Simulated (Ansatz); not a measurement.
`ClCCCCCl` + H₂ → `CCCl` + `CCCl` at 600 K and 1 bar (hydrogenolysis of a C–C bond).

Computed with Ansatz on PBE0-D4/def2-TZVP structures; ΔE is electronic, products minus reactants. CCSD(T)/CBS is the MP2 limit (def2-TZVPP, def2-QZVPP) plus CCSD(T) − MP2 in def2-TZVPP, frozen cores. This one scheme is used for every species. One conformer a species, not always the lowest.

```csv
species,CCSD(T)/CBS energy (Eh),H − E (kJ/mol),S (J/(mol·K))
`ClCCCCCl`,-1076.59620,371.0,470.1
H₂,-1.17544,43.9,150.8
`CCCl`,-538.89655,212.5,329.5
`CCCl`,-538.89655,212.5,329.5
```

H − E and S are ideal-gas, rigid-rotor, harmonic terms from PBE0-D4/def2-TZVP, for one conformer and one mirror image of each species. The MP2-based limit puts H₂ 0.8 mEh under its directly extrapolated value; such offsets cancel only in part. 1 Eh = 2625.50 kJ/mol, R = 8.31446 J/(mol·K).

Problem. By hand: ΔE, ΔH, ΔS and ΔG.

Solution. ΔE = (-538.89655) + (-538.89655) − (-1076.59620) − (-1.17544) = -0.02146 Eh = -56.3 kJ/mol. Δ(H − E) = 212.5 + 212.5 − 371.0 − 43.9 = 10.1, so ΔH = -46.2 kJ/mol. ΔS = 329.5 + 329.5 − 470.1 − 150.8 = 38.1 J/(mol·K). ΔG = -46.2 − 600 × (38.1)/1000 = -69.1 kJ/mol.

Problem. By hand: the equilibrium constant, and the temperature at which ΔG would vanish if ΔH and ΔS stayed fixed.

Solution. log₁₀ K = −ΔG/(RT ln 10) = 6.0. ΔH and −TΔS have one sign here, so there is no such temperature.

TΔS isn't small against ΔH here. A doubt of 5 kJ/mol in ΔE shifts log₁₀ K by 0.4 here. Other conformers and mirror images would add mixing entropy, several J/(mol·K) or more a flexible species. Modes under 60 cm⁻¹, often nearly free rotors, make the harmonic entropy too high. These are equilibria of isolated gas molecules and say nothing of rates. Largest T1 diagnostic: 0.009 (customary marks: 0.02 for closed shells, 0.045 for open ones).
